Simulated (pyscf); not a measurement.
Structures and frequencies: ωB97X-D3(BJ)/def2-SVP in PySCF. Correlated levels are frozen-core, on RHF or UHF. ΔMP2 is the change of the MP2 total energy from the triple- to the quadruple-zeta basis.

**Question.** Estimate by transition-state theory the rate constant of `[CH]#[C][OH]` + `[H]` [doublet] → `[C]#[CH]` [doublet] + `[OH2]` (doublet surface; C–O broken, H–O formed) at 600 K, with CCSD(T)/def2-TZVPP + ΔMP2(QZVPP) energies (ideal gas, 1 atm, RRHO with modes under 100 cm⁻¹ raised to 100, one conformer, R ln 2 for rigid chiral ones; no tunnelling).

**Answer.** The electronic barrier is 31.9 kcal/mol and the thermal terms add +12.3, so ΔG‡ = 44.2 kcal/mol. With k_BT/h = 1.25e+13 s⁻¹ and RT = 1.192 kcal/mol, and a volume of 8.18e-20 cm³ per molecule at 1 atm, k = 8.1e-23 cm³ molecule⁻¹ s⁻¹. Wigner's tunnelling factor for 1976i cm⁻¹ would be 1.94, likely too low at so high a frequency. A shift of 1 kcal/mol in the barrier changes k by a factor 2.3. On the product side the descent ends in a complex, 6.4 kcal/mol under the separated species and 31.5 kcal/mol under the saddle at ωB97X-D3(BJ)/def2-TZVP. At ωB97X-D3(BJ) the barrier from the zero used here is 34.4 kcal/mol. HC≡C–OH lies 36.7 kcal/mol over its isomer H₂C=C=O, and others may lie lower still (electronic energy, ωB97M-D3(BJ)). This is the saddle that the search found; another between the same sides may lie lower. The angle at the attacked O is 122°. The CCSD(T) − MP2 part came from Ansatz, without density fitting, on the same reference. An open-shell T1 diagnostic exceeds 0.045. A UHF reference is spin-contaminated (<S²> up to 1.08), which harms MP2 most.
